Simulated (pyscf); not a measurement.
Four-centre exchange: H₂B–Cl (SMILES BCl) + SiH₄ (SMILES [SiH4]) → BH₃ (SMILES B) + H₃Si–Cl (SMILES [SiH3]Cl)

Gas phase, singlet surface, charge 0. Bonds broken: B1–Cl2, Si5–H6. Bonds formed: B1–H6, Cl2–Si5. PySCF, gas phase, ωB97X-D3(BJ)/def2-SVP geometries. MP2 and CC: frozen core, UHF for open shells. ΔMP2 is the change of the MP2 total energy from the triple- to the quadruple-zeta basis.

Transition state (Å):

```xyz
9

B      0.8482     1.2467     0.8641
Cl     1.0504    -0.2500    -0.3870
H      1.8201     1.3357     1.5706
H      0.4730     2.2073     0.2328
Si    -1.1327    -0.0221     0.4175
H     -0.0500     0.7807     1.6159
H     -1.6101    -0.4172    -0.9387
H     -1.1795    -1.1643     1.3588
H     -2.0599     1.0762     0.8118
```

One imaginary mode, 329i cm⁻¹; descent along it reached the two sides named, in the forms told below.

| bond | change | reactant side (Å) | saddle | product side |
|---|---|---|---|---|
| B1–Cl2 | breaks | 1.751 | 1.961 | 2.353 |
| Si5–H6 | breaks | 1.495 | 1.804 | 2.9 |
| B1–H6 | forms | 2.466 | 1.261 | 1.214 |
| Cl2–Si5 | forms | 3.5 | 2.338 | 2.099 |

Electronic energies relative to the separated reactants (kcal/mol):

| level | barrier | reaction energy | reverse barrier |
|---|---|---|---|
| ωB97X-D3(BJ)/def2-TZVP | 9.4 | +1.4 | 8.0 |
| PBE/def2-TZVP | 7.8 | +5.6 | 2.2 |
| r²SCAN/def2-TZVP | 9.0 | +3.9 | 5.1 |
| B3LYP-D3(BJ)/def2-TZVP | 13.5 | +3.2 | 10.3 |
| PBE0-D3(BJ)/def2-TZVP | 7.4 | +3.9 | 3.6 |
| M06-2X/def2-TZVP | 10.8 | +2.0 | 8.8 |
| ωB97M-D3(BJ)/def2-TZVP | 11.5 | +3.0 | 8.5 |
| HF/def2-TZVP | 32.1 | +0.1 | 32.0 |
| MP2/def2-QZVPP | 11.3 | +2.1 | 9.2 |
| CCSD/def2-TZVPP | 16.7 | +3.0 | 13.7 |
| CCSD(T)/def2-TZVPP | 14.3 | +3.7 | 10.6 |
| CCSD(T)/def2-TZVPP + ΔMP2(QZVPP) | 13.3 | +2.9 | 10.4 |

With CCSD(T)/def2-TZVPP + ΔMP2(QZVPP) energies and thermal terms (ideal gas, 1 atm, RRHO with modes under 100 cm⁻¹ raised to 100, one conformer, R ln 2 for rigid chiral ones), in kcal/mol:

```
T (K)   ΔH‡   ΔG‡    ΔH    ΔG
-----  ----  ----  ----  ----
298    15.5  25.3  +3.0  +3.0
600    15.5  35.3  +3.2  +3.0
900    15.8  45.2  +3.2  +2.8
1200   16.2  54.9  +3.2  +2.7
```

On the product side the descent ends in a complex, 6.4 kcal/mol under the separated species and 14.4 kcal/mol under the saddle at ωB97X-D3(BJ)/def2-TZVP. One saddle was located; it need not be the lowest between these sides. The CCSD(T) − MP2 part came from Ansatz, without density fitting, on the same reference.
